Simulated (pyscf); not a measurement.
Elementary routes open to F–Si:–F (SMILES F[Si]F) [singlet] + H₂O (SMILES O) in the gas phase (singlet surface):
A. HO–SiH(F)–F (SMILES O[SiH](F)F) (H–O broken; O–Si, H–Si formed)
B. HF (SMILES F) + HO–Si:–F (SMILES O[Si]F) [singlet] (F–Si, H–O broken; F–H, O–Si formed)

PySCF, gas phase, ωB97X-D3(BJ)/def2-SVP geometries. Correlated levels are frozen-core, on RHF or UHF. ΔMP2 is the change of the MP2 total energy from the triple- to the quadruple-zeta basis.

Rank the routes by free-energy barrier at 298 K, lowest first, for CCSD(T)/def2-TZVPP + ΔMP2(QZVPP) energies (ideal gas, 1 atm, RRHO with modes under 100 cm⁻¹ raised to 100, one conformer, R ln 2 for rigid chiral ones).

B (22.9 kcal/mol), A (30.1 kcal/mol)

Route B is the fastest of these, ahead of the next by 7.3 kcal/mol. The most stable products are those of A (ΔG = -51.6 kcal/mol), whose barrier is 7.3 kcal/mol higher: the kinetic and the thermodynamic product differ. At 1200 K B is still the fastest. A: On the reactant side the descent ends in an adduct with a O–Si contact (not fully relaxed), 12.2 kcal/mol under the separated species and 31.8 kcal/mol under the saddle at ωB97X-D3(BJ)/def2-TZVP. B: On the reactant side the descent ends in an adduct with a O–Si contact, 12.2 kcal/mol under the separated species and 22.1 kcal/mol under the saddle at ωB97X-D3(BJ)/def2-TZVP. Only these routes are compared; each barrier is that of the saddle found, and lower ones may exist. The CCSD(T) − MP2 part came from Ansatz, without density fitting, on the same reference.
